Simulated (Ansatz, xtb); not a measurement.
# CH2FO+: which of two conformers lies lower

We compare a, `O[CH+]F`, a singlet, with b, `O[CH+]F`, a singlet. Both are isolated ions in the gas phase, relaxed with PBE0-D3(BJ)/def2-SVP.

a (Å):

```xyz
5

C    -2.4611    0.5965   -0.0279
F    -2.8123    0.4154    1.1595
O    -2.1401   -0.3480   -0.7639
H    -2.1735   -1.2532   -0.3718
H    -2.4393    1.6266   -0.4224
```

b (Å):

```xyz
5

C    -0.0403   -0.0802   -0.1317
F    -0.2148    0.1875   -1.3339
O     1.1307   -0.2175    0.2572
H     1.2496   -0.4286    1.2090
H    -0.9383   -0.1770    0.5058
```

Estimate E(b) − E(a) at the level CCSD(T)/def2-TZVPP.

Too close to call at this level: CCSD(T)/def2-TZVPP gives E(b) − E(a) = +1.00 kcal/mol.

Level by level:

```
               level              geometry  E(b) − E(a) (kcal/mol)  departure from the last row (kcal/mol)  job, with rough time for the two
PBE0-D3(BJ)/def2-SVP  PBE0-D3(BJ)/def2-SVP                     +0.95                                   −0.05                optimisation, 14 s
       HF/def2-TZVPP  PBE0-D3(BJ)/def2-SVP                     +0.98                                   −0.02           part of the CCSD(T) run
      MP2/def2-TZVPP  PBE0-D3(BJ)/def2-SVP                     +0.92                                   −0.07           part of the CCSD(T) run
  CCSD(T)/def2-TZVPP  PBE0-D3(BJ)/def2-SVP                     +1.00                                                        single point, 25 s
```

The largest departure from CCSD(T)/def2-TZVPP is that of MP2/def2-TZVPP, 0.07 kcal/mol. Levels run at GFN2-xTB geometries aren't shown.

With harmonic frequencies from PBE0-D3(BJ)/def2-SVP (ideal gas, rigid rotor, one conformer each, 298.15 K, 1 atm): on the last row, ΔE + ΔZPE = +1.04, ΔH = +1.04, ΔG = +1.07 kcal/mol.

The correlated steps freeze 3 core orbitals. Codes used: Ansatz 0.2.0; the last row on 1 thread of Intel(R) Xeon(R) Platinum 8259CL CPU @ 2.50GHz (Skylake/Cascade Lake) on a shared host.
